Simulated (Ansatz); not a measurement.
# AlCu4: computed properties

Computed with DFT r2SCAN, scalar-relativistic, plane waves, PAW (Ansatz).

Plane waves to 500 eV, a k mesh through Γ of 6×6×6 on the computed 20-atom cell and Gaussian smearing (0.10 eV); no spin polarisation.

The structure is relaxed at this level of theory with its symmetry kept. Whether it is the stable form of this composition wasn't checked.

```
Al Cu
1.0
     6.24606    0.00000    0.00000
     0.00000    6.24606    0.00000
     0.00000    0.00000    6.24606
Al Cu
4 16
Direct
  0.43978 0.93978 0.56022
  0.93978 0.56022 0.43978
  0.56022 0.43978 0.93978
  0.06022 0.06022 0.06022
  0.80864 0.30864 0.19136
  0.30864 0.19136 0.80864
  0.19136 0.80864 0.30864
  0.69136 0.69136 0.69136
  0.04767 0.87537 0.70087
  0.29913 0.54767 0.62463
  0.37537 0.79913 0.95233
  0.54767 0.62463 0.29913
  0.79913 0.95233 0.37537
  0.87537 0.70087 0.04767
  0.95233 0.37537 0.79913
  0.70087 0.04767 0.87537
  0.62463 0.29913 0.54767
  0.45233 0.12463 0.20087
  0.20087 0.45233 0.12463
  0.12463 0.20087 0.45233
```

```json
{
  "Space group": "P2_13 (No. 198)",
  "Volume per atom": "12.18 Å³",
  "Formation energy from the elements' standard states (uncorrected)": "-0.126 eV/atom",
  "Generalised Kohn–Sham band gap": "none (metal)",
  "Density of states at the Fermi level": "4.53 states/eV per cell",
  "Löwdin character within 0.5 eV of the Fermi level": "Al 3p 32 %, Cu 3d 28 %, Cu 4s 17 %, unprojected 18 %",
  "Bulk modulus": "145 GPa",
  "Its pressure derivative": "4.7"
}
```

Cost: 9 runs of about 78 core-minutes in all, on Oxide Virtual Turin-like Processor (Zen 5) (shared hosts).